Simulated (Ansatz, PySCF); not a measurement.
System: SiH₂, net charge -1, doublet state. 
Coordinates optimised at B3LYP-D3(BJ)/def2-TZVP (Ansatz, an electronic-structure program):
```
Si
H 1 1.5524
H 1 1.5524 2 91.98
```
Charge -1, spin multiplicity 2.

Total electronic energies in hartree. Cores are frozen in the correlated levels unless marked. UHF or UKS for open shells. Spin-orbit coupling is left out. No relativistic terms. Basis-set limits of correlation are two-point, X^-3; Hartree-Fock from the larger set. The bracket is a focal-point correction in the basis named.

| level | program | energy (Eh) |
|---|---|---|
| HF/def2-QZVPP | Ansatz | -290.05455 |
| HF-D4/def2-TZVPD | PySCF + dftd4 | -290.05350 |
| RI-HF/def2-TZVPPD | Ansatz | -290.04467 |
| PBE-D3(BJ)/def2-TZVPD | Ansatz + dftd3 | … |
| PBE0/STO-3G | Ansatz | -286.91988 |
| PBE0/def2-SVP | Ansatz | -290.41779 |
| MN15/def2-TZVPD | PySCF | … |
| B2GP-PLYP-D4/def2-TZVPD | Ansatz + dftd4 | -290.48031 |
| MP2/def2-SVP | Ansatz | -290.02803 |
| RI-MP2/cc-pV(T+d)Z | Ansatz | -290.16860 |
| CCSD/6-31G | Ansatz | -290.04981 |
| CCSD/cc-pwCVTZ | Ansatz | -290.19652 |
| CCSD(T)/aug-cc-pV(Q+d)Z | Ansatz | -290.22032 |
| RI-MP2/CBS(def2-TZVPPD,def2-QZVPPD)+[CCSD(T)-MP2]/def2-TZVPPD | Ansatz | -290.2262 |
| CCSD(T)/CBS(aug-cc-pV(T+d)Z,aug-cc-pV(Q+d)Z) | Ansatz | -290.2242 |

Problem. Complete the blanks.

Solution. 
- PBE-D3(BJ)/def2-TZVPD, energy (Eh): -290.50000
- MN15/def2-TZVPD, energy (Eh): -290.53635
